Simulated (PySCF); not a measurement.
NaO: from constants to spectrum

UHF-CCSD(T) constants of NaO, ²Π (doublet), unpaired electrons π ↑ (Na pcseg-1, O pcseg-1; no relativity (PySCF 2.14); masses 22.9898 and 15.9949 u):

* ωe: 490.1 cm⁻¹
* ωexe: 3.42 cm⁻¹
* Be: 0.41453 cm⁻¹
* αe: 0.00448 cm⁻¹
* De to Na + O: 2.04 eV

**Question.** What force constant and bond length do these constants imply?

**Answer.** Reduced mass μred = 9.4324 u; k = 5.8918×10⁻⁷·μred·ωe² (u, cm⁻¹, mdyn/Å) = 1.33 mdyn/Å; Re = √(16.8576/(μred·Be)) (u, cm⁻¹, Å) = 2.076 Å.

**Question.** Estimate the centrifugal constant D from the Kratzer relation and find the Dunham coefficient a1.

**Answer.** D = 4Be³/ωe² = 1.19e-06 cm⁻¹; a1 = −1 − αeωe/(6Be²) = -3.13.

Correlated steps freeze 2 core orbitals. Correlated levels converge slowly with the basis: in double zeta they bind strong bonds too weakly, by up to about 1 eV, and carry superposition errors of some tenths. The state is the lowest determinant that a PBE0 search found; another state may lie lower at other levels.
